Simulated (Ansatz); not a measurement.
`FC1=CC(F)C1` from Hartree–Fock to CCSD(T)

```xyz
10

F     2.042   -0.866    0.916
C     0.909   -0.335    0.505
C    -0.084    0.287    1.133
C    -0.874    0.328   -0.145
F    -1.178    1.587   -0.617
C     0.328   -0.343   -0.869
H    -0.293    0.596    2.146
H    -1.798   -0.256   -0.159
H     0.142   -1.320   -1.320
H     0.806    0.321   -1.590
```

Charge 0, multiplicity 1. All single points use the PBE0-D4/def2-TZVP geometry. Frozen core, restricted reference, the Gaussian-basis code of Ansatz. CBS rows extrapolate triple and quadruple zeta; past MP2 they add the triple-zeta difference.

| basis | HF (Eh) | MP2 corr. |
| --- | --- | --- |
| def2-SVP | -352.33275 | -0.89055 |
| def2-TZVPP | -352.75754 | -1.13188 |
| def2-QZVPP | -352.77287 | -1.22132 |

**Question.** Estimate the CCSD correlation energy and the (T) correction in each basis where they were run (hartree).

**Answer.** 
| basis | CCSD corr. | (T) |
| --- | --- | --- |
| def2-SVP | -0.92759 | -0.02728 |
| def2-TZVPP | -1.15592 | -0.04616 |
| CBS(def2) | -1.31160 | as TZ |
